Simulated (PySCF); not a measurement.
# Löwdin shares of the frontier orbitals

C₇H₅N.
Cartesian coordinates in Å at the PBE0-D3(BJ)/def2-SVP level; atoms count from 1:
```xyz
13
C7H5N angstrom
N      3.5755    0.6780   -0.0188
C      2.4337    0.4771   -0.0318
C      1.0230    0.2278   -0.0484
C      0.1222    1.3000    0.0392
C     -1.2462    1.0523    0.0228
C     -1.7209   -0.2553   -0.0800
C     -0.8260   -1.3217   -0.1672
C      0.5447   -1.0872   -0.1519
H      0.5041    2.3192    0.1199
H     -1.9476    1.8866    0.0913
H     -2.7967   -0.4448   -0.0924
H     -1.1986   -2.3451   -0.2482
H      1.2535   -1.9144   -0.2198
```

Level of theory: TDDFT wB97X-D/def2-SVPD, vertical, gas phase, core orbitals frozen in the response in PySCF.

Kohn–Sham orbitals with the atoms that hold most of them (Löwdin shares over 4%, at most four atoms; ? is withheld):

```
orbital  ε (eV)                           atoms
 HOMO-3  -12.14   N1 30%, C2 27%, C6 12%, C7 8%
 HOMO-2  -11.59           N1 44%, C2 34%, C3 7%
 HOMO-1   -9.90                               ?
   HOMO   -9.60                               ?
   LUMO       ?  C6 18%, C3 17%, N1 12%, C8 11%
 LUMO+1    0.75  C7 19%, C5 19%, C4 18%, C8 18%
 LUMO+2    2.11  C2 14%, C6 11%, C7 10%, C5 10%
```

**Question.** Give the leading atoms of the HOMO.

**Answer.** C6 (bonded to 2 C and H) 20%; C3 (bonded to 3 C) 19%; N1 (bonded to C) 15%; C2 (bonded to C and N) 10%. By element: carbon 49% or more, nitrogen 15%.

**Question.** Give the leading atoms of the HOMO-1.

**Answer.** C8 (bonded to 2 C and H) 21%; C4 (bonded to 2 C and H) 21%; C5 (bonded to 2 C and H) 20%; C7 (bonded to 2 C and H) 20%.

**Question.** What is the LUMO energy, and the HOMO–LUMO gap?

**Answer.** ε(LUMO) = 0.01 eV; the gap is 9.61 eV (0.3532 hartree).

**Question.** How does S1 compare with the orbital gap of 9.61 eV?

**Answer.** S1 is at 5.25 eV (f = 0.0076), 4.36 eV below the gap, made of HOMO-1→LUMO (62%), HOMO→LUMO+1 (36%). Its leading pair isn't HOMO and LUMO; the energies of that pair differ by 9.91 eV. Without the coupling terms of the response equations the lowest excitation would equal the gap.

**Question.** Give energy, strength and leading configuration of S2, S3 and S5, and follow the Löwdin shares of the leading atoms from the occupied to the empty orbital.

**Answer.** 
- S2 (5.74 eV, f 0.206), HOMO→LUMO (84%): C6 20% → 18%, C3 19% → 17%
- S3 (6.65 eV, f 0.0000), HOMO-2→LUMO (88%): N1 44% → 12%, C2 34% → at most 11%, C6 at most 4% → 18%, C3 7% → 17%
- S5 (6.86 eV, f 0.585), HOMO-1→LUMO+1 (80%): C8 21% → 18%, C4 21% → 18%, C7 20% → 19%, C5 20% → 19%
